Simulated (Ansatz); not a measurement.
# C2N2S: the cost of one run

Program: Ansatz 0.2.0. Level of theory: the levels named in each step. These are calculated values, not measurements.

## (1) The structure to begin with

Bond lengths: N1–C2 1.149 Å, C2–N3 1.283 Å, N3–C4 1.202 Å, C4–S5 1.543 Å. Angles: N1–C2–N3 177.3°, C2–N3–C4 157.5°, N3–C4–S5 173.4°.

As a file:

```xyz
5

N    -2.9754   -0.1907   -0.5011
C    -1.8552   -0.0042   -0.3281
N    -0.6142    0.2632   -0.1452
C     0.5450    0.0500    0.0893
S     2.0587   -0.0488    0.3718
```

## (2) A rough first relaxation, PBE-D4/def2-SVP

This run stands in another session on the same molecule. It ended at:

```xyz
5

N    -3.0496   -0.0545   -0.5331
C    -1.8846   -0.0172   -0.3317
N    -0.6146    0.0234   -0.1122
C     0.5799    0.0444    0.0966
S     2.1278    0.0733    0.3670
```

## (3) Relaxation, HF/STO-3G

The input, input.yaml:

```yaml
crystal:
  periodic: [false, false, false]
  atoms:
    - { symbol: "N", position_ang: [-3.04955246, -0.05445684, -0.5330681] }
    - { symbol: C, position_ang: [-1.88458414, -0.01723617, -0.33170466] }
    - { symbol: "N", position_ang: [-0.61457306, 0.0234481, -0.1122323] }
    - { symbol: C, position_ang: [0.57990026, 0.04444638, 0.09661931] }
    - { symbol: S, position_ang: [2.1278494, 0.07330853, 0.36698575] }
basis:
  gaussian: { orbitals: STO-3G }
hamiltonian:
  xc: hf
relax:
  f_tol: 0.002
  max_steps: 150
```

Started as:

```sh
$ ansatz run input.yaml --threads 2 --pin off --max-ram 5120MiB --backend cpu --events-out ev --progress --plain --runs-dir out
```

Q: Estimate wall time and peak memory on 2 threads of Arm Neoverse N1, shared host.

About 11 s, with a peak of 0.083 GiB.
